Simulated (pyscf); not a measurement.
7 gas-phase steps of one pattern: four-centre exchange on the singlet surface, As–O + H–H or H–H + O–P broken and As–H + H–O or H–O + H–P formed. Single points on ωB97X-D3(BJ)/def2-SVP structures (PySCF, gas phase). Electronic energies in kJ/mol, from the separated reactants; ΔE‡ at ωB97M-D3(BJ)/def2-TZVP, beside the barrier at PBE/def2-TZVP on the same structures. Rows were drawn at random from the steps of this pattern with a verified saddle, stable references and no exit in the data more than 5 kcal/mol lower.

```tsv
row	step	ΔE‡(PBE)	ΔE‡
1	HO–AsH₂ + H₂ → AsH₃ + H₂O	170.9	?
2	HO–As(OH)–O–AsH₂ + H₂ → HO–As(OH)–OH + AsH₃	181.1	213.0
3	HO–PH₂ + H₂ → PH₃ + H₂O	209.7	247.4
4	HO–P(OH)–O–PH₂ + H₂ → HO–P(OH)–OH + PH₃	224.3	261.7
5	HO–PH–PH₂ + H₂ → H₂P–PH₂ + H₂O	210.7	244.4
6	HO–P=PH + H₂ → HP=PH + H₂O	175.0	209.4
7	HO–AsH–OH + H₂ -> HO–AsH₂ + H₂O	176.0	205.2
```

Q: Fit ΔE‡ = a + b·ΔE‡(PBE) to the other rows and predict row 1.

A: Over the 6 complete rows the means are +196.1 (ΔE‡(PBE)) and 230.2 (ΔE‡); least squares gives b = 1.12 and a = 10.5 kJ/mol, with residuals of 2.0 kJ/mol (root mean square; largest 2.9, row 6). For row 1: 10.5 + 1.12 × (+170.9) = 201.9 kJ/mol, an extrapolation. The computed barrier is 204.4 kJ/mol, 2.5 over the line. The line follows the complete rows closely. Each barrier is that of the saddle found. Elements up to Kr have no core potential and no relativistic terms here.
